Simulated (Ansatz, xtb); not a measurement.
## C4H7NO: which of two isomers lies lower

Structure I: `[H]/N=C(/C)C(C)=O`, a singlet. Structure II: `C=CCNC=O`, a singlet. Both are isolated molecules in the gas phase, relaxed with B3LYP-D3(BJ)/def2-SVP; the shapes shown needn't be the lowest conformers.

I (Å):

```xyz
13

C    -2.0933   -0.9333   -0.2506
C    -1.1590    0.1241    0.2714
C     0.1661    0.3947   -0.4624
C     0.4933   -0.4138   -1.6942
N    -1.4447    0.8000    1.3104
O     0.9096    1.2489   -0.0310
H    -2.9785   -0.9837    0.3962
H    -1.6075   -1.9227   -0.2718
H    -2.4143   -0.7113   -1.2815
H    -0.6687    1.4596    1.4817
H     1.4652   -0.0989   -2.0944
H    -0.2863   -0.2808   -2.4616
H     0.5200   -1.4890   -1.4542
```

II (Å):

```xyz
13

C    -0.3574   -3.3379   -0.9157
C    -0.0225   -2.3472   -1.7445
C    -0.1210   -0.8740   -1.4459
C    -1.5953    0.0639    0.2998
N    -0.4413   -0.5604   -0.0703
O    -2.4544    0.4595   -0.4580
H    -0.7501   -3.1364    0.0850
H    -0.2623   -4.3847   -1.2138
H     0.3590   -2.5843   -2.7450
H    -0.9145   -0.4171   -2.0600
H     0.8230   -0.3789   -1.7418
H     0.1937   -0.8644    0.6590
H    -1.6642    0.1828    1.4095
```

Quicker runs give these differences E(II) − E(I): GFN2-xTB −4.58 kcal/mol; HF/STO-3G +17.51 kcal/mol (at GFN2-xTB geometries); r2SCAN-D4/def2-SVP −0.48 kcal/mol (at GFN2-xTB geometries).

Q: Estimate E(II) − E(I) at the level CCSD(T)/def2-SVP + ΔMP2/def2-TZVPP.

A: Too close to call at this level: CCSD(T)/def2-SVP + ΔMP2/def2-TZVPP gives E(II) − E(I) = +1.99 kcal/mol.

How the difference moves with the method:

| level | geometry | E(II) − E(I) (kcal/mol) | departure from the last row (kcal/mol) | job, with rough time for the two |
| --- | --- | --- | --- | --- |
| GFN2-xTB | GFN2-xTB | −4.58 | −6.57 | optimisation, 0.29 s |
| HF/STO-3G | GFN2-xTB | +17.51 | +15.52 | single point, 0.72 s |
| r2SCAN-D4/def2-SVP | GFN2-xTB | −0.48 | −2.47 | single point, 5.1 s |
| B3LYP-D3(BJ)/def2-SVP | B3LYP-D3(BJ)/def2-SVP | −0.40 | −2.39 | optimisation, 62 s |
| HF/def2-SVP | B3LYP-D3(BJ)/def2-SVP | −1.40 | −3.40 | part of the CCSD(T) run |
| MP2/def2-SVP | B3LYP-D3(BJ)/def2-SVP | +2.63 | +0.63 | part of the CCSD(T) run |
| CCSD(T)/def2-SVP | B3LYP-D3(BJ)/def2-SVP | +2.91 | +0.91 | single point |
| CCSD(T)/def2-SVP + ΔMP2/def2-TZVPP | B3LYP-D3(BJ)/def2-SVP | +1.99 |  | single point, 85 s |

As drawn, II has 1 C=C, 2 C–N in place of 1 C=N, 2 C–C.

GFN2-xTB, HF/def2-SVP put the two in the other order. r2SCAN-D4/def2-SVP, B3LYP-D3(BJ)/def2-SVP find them nearly level. The largest departure from CCSD(T)/def2-SVP + ΔMP2/def2-TZVPP is that of HF/STO-3G, 15.52 kcal/mol. The last row adds to CCSD(T) the change of the MP2 difference between the two basis sets, here −0.91 kcal/mol.

With thermal terms from frequencies at re-optimised GFN2-xTB minima (ideal gas, soft modes damped towards free rotors, one conformer each, 298.15 K, 1 atm): the zero-point term adds +0.09 kcal/mol; ΔH is +1.87 and ΔG +2.15 kcal/mol.

The correlated steps freeze 6 core orbitals. Programs: Ansatz 0.2.0, xtb 6.7.1; the last row on 2 threads of Intel(R) Xeon(R) Processor @ 2.70GHz on a shared host.
